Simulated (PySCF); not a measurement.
Isomers of C2H6Si, one GFN2-xTB conformer each. Single-point energies are computed at PBE0/pcSseg-1 (PySCF, gas phase, no added dispersion term), electronic only.

| SMILES | GFN2-xTB relative energy (kJ/mol) |
| --- | --- |
| C1C[SiH2]1 | 42.6 |
| C=C[SiH3] | 0.0 |

Problem. What does PBE0/pcSseg-1 give for the same structures?

Solution. 
| SMILES | PBE0/pcSseg-1 E (Eh) | PBE0/pcSseg-1 (kJ/mol) | GFN2-xTB (kJ/mol) | point group |
| --- | --- | --- | --- | --- |
| C=C[SiH3] | -369.03052 | 0.0 | 0.0 | Cs |
| C1C[SiH2]1 | -369.02214 | 22.0 | 42.6 | C2v |

Both levels put the same isomer lowest. As drawn, the lower has a C=C bond outside aromatic rings, which the higher lacks; the higher has a three-membered ring, which the lower lacks.

Problem. Which frontier levels, dipoles and rotational constants go with these structures?

Solution. 
| SMILES | HOMO (eV, PBE0/pcSseg-1) | LUMO (eV) | dipole (D) | A, B, C (MHz) |
| --- | --- | --- | --- | --- |
| C=C[SiH3] | -7.99 | -0.26 | 0.51 | 35408, 5163, 4750 |
| C1C[SiH2]1 | -6.88 | 0.44 | 0.07 | 18978, 9006, 7206 |
